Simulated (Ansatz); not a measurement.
## Structure relaxation of ZrF

These are results of DFT PBE, scalar-relativistic, plane waves, PAW in Ansatz, not measurements.

ZrF was placed on the tenorite structure type (C2/c, No. 15), with Zr in place of Cu, F in place of O, at a guessed volume.

The final relaxation ran on this input, with the default PAW datasets:

```yaml
crystal:
  lattice:
    - [3.7837572379, 0.0, 0.0]
    - [0.0, 3.7837572379, 0.0]
    - [0.0, 0.0, 4.609954977]
  atoms:
    - { symbol: Zr, position: [0.0, 0.5, 0.0] }
    - { symbol: Zr, position: [0.5, 0.0, 0.5] }
    - { symbol: F, position: [0.5, 0.5, 0.25] }
    - { symbol: F, position: [0.5, 0.5, 0.75] }
basis:
  ecutwfc: 420
kpoints:
  mp_grid: { grid: [12, 12, 10] }
hamiltonian:
  xc: pbe
scf:
  occupations: { method: gaussian, width: 0.1 }
output:
  forces: true
  stress: true
  eigenvalues: true
relax:
  adjacent_minimum: "off"
  f_tol: 0.01
  max_steps: 80
  cell: { stress_tol: 0.05 }
```

Launched as:

```bash
ansatz run input.yaml --threads 1 --pin off --max-ram 2560MiB --backend cpu --events-out ev --progress --plain --runs-dir out
```

It took 42 s on 1 thread of Arm Neoverse V2 (shared host), peak memory 0.48 GiB.

End of the output:

```
SCF converged after 8 iterations
Free energy (F): -9986.105421 eV
Harris-Foulkes:  -9986.105421 eV  (|F-HF|=5.46e-12)
Internal energy: -9986.086131 eV  (E = F + TS)
E sigma→0 (E₀):  -9986.095776 eV
Entropy (-TS):   -0.019290 eV (-4.823 meV/atom)
Fermi energy:    12.346533 eV
--- Per-component energies (eV) ---
  E_band       = -295.737987
  E_kinetic    = 1078.394258
  E_local      = -2705.663157  (includes V_loc(G=0)·N_el)
  E_nonlocal   = 307.206886
  E_hartree    = 950.754886
  E_xc         = -481.051426
  E_vxc        = -584.124001  (∫ρ·V_xc dr)
  E_paw        = -6309.504265  (= ΣΔE_a)
  E_vpaw       = -293.065985  (= ΣTr[D̂ρ^β])
  E_aug_tail   = 0.004239  (compensation charges beyond the density's cutoff)
  E_ewald      = -2826.227552
  E_smearing   = -0.019290  (= −TS)
  E_closure    = 0.000000  (closes the sum)
  Σ components = -9986.105421   (vs F -9986.105421, Δ=0.00e0)
--- Forces (eV/Å), atoms counted from 1 ---
  atom   1  Zr     0.00000000     0.00000000     0.00000000
  atom   2  Zr     0.00000000     0.00000000     0.00000000
  atom   3  F      0.00000000     0.00000000     0.00000000
  atom   4  F      0.00000000     0.00000000     0.00000000
  max |Σ_I F_I| component: 1.04e-17 eV/Å
--- Stress (GPa, compression-positive) ---
        0.000268       0.000000       0.000000
        0.000000       0.000268       0.000000
        0.000000       0.000000      -0.002878
  P = ⅓ Tr σ = -0.0008 GPa (-0.008 kbar)
--- Relaxed structure (2 steps of the walk, 2 accepted, 1 SCFs on fresh bases) ---
  F+E_penalty+E_count = -9986.10542059 eV   max|allowed force component| = 4.337e-18 eV/Å   (the final SCF, on the basis selected at the relaxed cell)
  cell:  # Å, volume = 66.0402 Å³
    - [3.782135, 0.000000, 0.0]
    - [0.000000, 3.782135, 0.0]
    - [0.0, 0.0, 4.616729]
  atoms:
    - { symbol: Zr, position: [0.000000, 0.5, 0.000000] }
    - { symbol: Zr, position: [0.5, 0.000000, 0.5] }
    - { symbol: F, position: [0.5, 0.5, 0.25] }
    - { symbol: F, position: [0.5, 0.5, 0.750000] }
```

Absolute energies hang on the potentials; compare differences alone.

The result has space group P4_2/mmc (No. 131). Zr is coordinated by 4 F at 2.22 Å; F is coordinated by 4 Zr at 2.22 Å and 2 F at 2.31 Å.

Against the elements it lies at -1.81 eV/atom. Formation energies are uncorrected and refer to the elements' standard structures at the same level (F₂ as a molecule).

For metals, differences of a few meV/atom aren't resolved.

Symmetry constrained the relaxation, so the result can be a saddle point.